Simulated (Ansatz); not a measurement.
Abridged output of a molecular run in Ansatz:

```
Functional definition: HF
482 factors; integrals over basis functions are off by at most 1.1e-3 eV
mean field evaluation 1: about -15220.7819 eV, gradient 2.1e1 eV
mean field evaluation 2: about -15220.8364 eV, gradient 2.1e1 eV
mean field evaluation 4: about -15223.0736 eV, gradient 2.5e0 eV
mean field evaluation 8: about -15223.1846 eV, gradient 4.5e-1 eV
mean field evaluation 16: about -15223.1890 eV, gradient 2.3e-6 eV
mean field -15223.18897331 eV, -559.4418761211 hartree, gradient 2.3e-6 eV, S^2 0.753952; 0 other end points of the search recorded, 0 dependent functions left out
7 core orbitals not correlated: weight in the atoms' cores, before any rotation towards them, 1.000 or more for the frozen orbitals, at most 0.000 for the correlated occupied ones
reference -15223.18897331 eV, -559.4418761211 hartree; 9, 8 occupied and 35, 36 virtual orbitals, 482 factors
second order -10.36107403 eV of doubles, -0.00000000 eV of singles
cycle   1  -10.65038610 eV  change   -2.9e-1 eV  update   7.6e-2
cycle   2  -10.88326274 eV  change   -2.3e-1 eV  update   2.3e-2
cycle   3  -10.95481180 eV  change   -7.2e-2 eV  update   1.5e-2
cycle   4  -10.95064457 eV  change    4.2e-3 eV  update   4.2e-3
cycle   5  -10.94915641 eV  change    1.5e-3 eV  update   1.6e-3
cycle   6  -10.94945520 eV  change   -3.0e-4 eV  update   5.8e-4
cycle   7  -10.94946296 eV  change   -7.8e-6 eV  update   2.3e-4
cycle   8  -10.94953518 eV  change   -7.2e-5 eV  update   8.4e-5
cycle   9  -10.94954298 eV  change   -7.8e-6 eV  update   2.5e-5
cycle  10  -10.94953641 eV  change    6.6e-6 eV  update   8.6e-6
perturbative correction -0.26970952 eV, -0.0099116422 hartree
Total energy: -15234.40821925 eV, -559.8541758045 hartree
Checks for a lower state left out: cluster_reference
```

Its atoms:

Cartesian coordinates in Å:
```
O -0.329 0.040 -0.746
B 0.212 -0.265 0.435
Cl 0.623 0.952 1.608
H -0.506 -0.727 -1.297
```

Task: Which basis set was used?
A. cc-pV(Q+d)Z
B. def2-TZVPP
C. def2-SVP
D. def2-TZVPPD

Result: C. It gives 51 functions.

Task: Write the keys of the input that set method, charge and spin (a neutral closed shell needs none for the last two).

Result: 
```yaml
magnetization: {spin_polarized: true, initial_magnetization: 1}
correlation: {method: ccsd_t}
scf: {omitted_lower_state_checks: [cluster_reference]}
```
